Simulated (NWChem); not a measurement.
Everything below was run with NWChem. System: phosphine (H3P), charge 0, spin multiplicity 1, at a geometry optimised with PBE0/def2-SVP. Level: CIS/def2-SVPD.

NWChem printed:

```
             Northwest Computational Chemistry Package (NWChem) 7.3.0
             --------------------------------------------------------

                                NWChem Input Module
                                -------------------

 Scaling coordinates for geometry "geometry" by  1.889725989
 (inverse scale =  0.529177249)

 Turning off AUTOSYM since
 SYMMETRY directive was detected!

                             Geometry "geometry" -> ""
                             -------------------------

 Output coordinates in angstroms (scale by  1.889725989 to convert to a.u.)

  No.       Tag          Charge          X              Y              Z
 ---- ---------------- ---------- -------------- -------------- --------------
    1 P                   15.0000    -0.13023500    -0.00335200     0.00000000
    2 H                    1.0000     0.66656500    -0.58098900     1.03566800
    3 H                    1.0000     0.66656500    -0.58098900    -1.03566800
    4 H                    1.0000     0.62039600     1.21226300     0.00000000

 Effective nuclear repulsion energy (a.u.)      17.4340881334

            Nuclear Dipole moment (a.u.)
            ----------------------------
        X                 Y               Z
 ---------------- ---------------- ----------------
     0.0000018897     0.0000094486     0.0000000000

      Symmetry information
      --------------------

 Group name             Cs
 Group number              2
 Group order               2
 No. of unique centers     3

      Symmetry unique atoms

     1    2    4


 Summary of "ao basis" -> "" (spherical)
 ------------------------------------------------------------------------------
       Tag                 Description            Shells   Functions and Types
 ---------------- ------------------------------  ------  ---------------------
 *                         def2-svpd                  on all atoms

  xc_inp: hfexch multiplicative factor not found.

                                 NWChem DFT Module
                                 -----------------

 Summary of "ao basis" -> "ao basis" (spherical)
 ------------------------------------------------------------------------------
       Tag                 Description            Shells   Functions and Types
 ---------------- ------------------------------  ------  ---------------------
 P                         def2-svpd                10       24   5s3p2d
 H                         def2-svpd                 4        8   2s2p
[...]
  ----------------------------------------------------------------------------
     Transition Moments    X -0.01036   Y  0.40322   Z  0.00000
     Transition Moments   XX  0.03314  XY -0.64363  XZ -0.00000
     Transition Moments   YY -0.00029  YZ -0.00000  ZZ -0.03287
     Dipole Oscillator Strength                    0.0417867258
     Electric Quadrupole                           0.0000001265
     Magnetic Dipole                               0.0000003306
     Total Oscillator Strength                     0.0417871829

          sigma_e =   2.0869 Angstrom
          sigma_h =   1.3626 Angstrom
         |d_h->e| =   0.3635 Angstrom
            d_exc =   2.5039 Angstrom
            d_CD1 =   1.0877 Angstrom
            d_CD2 =  -1.3612 Angstrom
            d_CD3 =   2.8674 Angstrom
     Pearson C.C. =   0.0131

     Occ.    7  a'  ---  Virt.   10  a'       0.07098
     Occ.    7  a'  ---  Virt.   12  a'      -0.17174
     Occ.    7  a'  ---  Virt.   15  a'      -0.08123
     Occ.    8  a"  ---  Virt.   11  a"       0.17175
     Occ.    9  a'  ---  Virt.   12  a'       0.07219
     Occ.    9  a'  ---  Virt.   13  a'      -0.79592
     Occ.    9  a'  ---  Virt.   16  a'       0.51403
     Occ.    9  a'  ---  Virt.   25  a'      -0.07356
     Occ.    9  a'  ---  Virt.   32  a'       0.05723
  ----------------------------------------------------------------------------
  Root   5 singlet a"             0.385272209 a.u.               10.4838 eV
  ----------------------------------------------------------------------------
     Transition Moments    X -0.00000   Y  0.00000   Z -0.40335
     Transition Moments   XX  0.00000  XY -0.00000  XZ  0.64261
     Transition Moments   YY -0.00000  YZ  0.04941  ZZ -0.00000
     Dipole Oscillator Strength                    0.0417869195
     Electric Quadrupole                           0.0000001265
     Magnetic Dipole                               0.0000003305
     Total Oscillator Strength                     0.0417873766

          sigma_e =   2.0869 Angstrom
          sigma_h =   1.3626 Angstrom
         |d_h->e| =   0.3635 Angstrom
            d_exc =   2.5039 Angstrom
            d_CD1 =   1.0877 Angstrom
            d_CD2 =  -1.3612 Angstrom
            d_CD3 =   2.8674 Angstrom
     Pearson C.C. =   0.0131

     Occ.    7  a'  ---  Virt.   11  a"      -0.17174
     Occ.    8  a"  ---  Virt.   10  a'      -0.07098
     Occ.    8  a"  ---  Virt.   12  a'      -0.17175
     Occ.    8  a"  ---  Virt.   15  a'       0.08123
     Occ.    9  a'  ---  Virt.   11  a"      -0.07219
     Occ.    9  a'  ---  Virt.   14  a"       0.79592
     Occ.    9  a'  ---  Virt.   17  a"      -0.51403
     Occ.    9  a'  ---  Virt.   26  a"       0.07356
     Occ.    9  a'  ---  Virt.   33  a"      -0.05722
  ----------------------------------------------------------------------------
  Root   6 singlet a'             0.396117985 a.u.               10.7789 eV
  ----------------------------------------------------------------------------
     Transition Moments    X -0.60245   Y -0.01553   Z -0.00000
     Transition Moments   XX  0.70780  XY  0.01632  XZ -0.00000
     Transition Moments   YY  0.07301  YZ  0.00000  ZZ  0.07256
     Dipole Oscillator Strength                    0.0959101130
     Electric Quadrupole                           0.0000000446
     Magnetic Dipole                               0.0000000000
     Total Oscillator Strength                     0.0959101576

          sigma_e =   2.0505 Angstrom
          sigma_h =   1.3876 Angstrom
         |d_h->e| =   0.4377 Angstrom
            d_exc =   2.5308 Angstrom
            d_CD1 =   1.1007 Angstrom
            d_CD2 =  -1.2813 Angstrom
            d_CD3 =   2.9686 Angstrom
     Pearson C.C. =  -0.0147

     Occ.    7  a'  ---  Virt.   12  a'       0.33764
     Occ.    7  a'  ---  Virt.   21  a'      -0.06678
     Occ.    8  a"  ---  Virt.   11  a"       0.33767
     Occ.    8  a"  ---  Virt.   20  a"      -0.06678
     Occ.    9  a'  ---  Virt.   10  a'       0.05588
     Occ.    9  a'  ---  Virt.   15  a'       0.83885
     Occ.    9  a'  ---  Virt.   18  a'      -0.19910
     Occ.    9  a'  ---  Virt.   19  a'       0.06957

              Target root =      1
          Target symmetry = none
      Ground state energy =   -342.366045193476
        Excitation energy =      0.287036414384
     Excited state energy =   -342.079008779092

  stored tddft:energy   -342.07900877909202

 Task  times  cpu:        5.4s     wall:        5.4s

 Total times  cpu:        5.4s     wall:        5.4s
```

Question: Write an NWChem input that would produce this output.

Answer: One answer among several that fit: 
```
start mol
memory heap 200 mb stack 800 mb global 1000 mb
geometry units angstroms nocenter noautoz
  P     -0.130235    -0.003352     0.000000
  H      0.666565    -0.580989     1.035668
  H      0.666565    -0.580989    -1.035668
  H      0.620396     1.212263     0.000000
  symmetry group Cs
end
basis spherical
  * library def2-svpd
end
dft
  xc hfexch
  semidirect memsize 60000000 filesize 0
  iterations 100
end
tddft
  cis
  nroots 6
  notriplet
  thresh 1e-4
end
task tddft energy
```
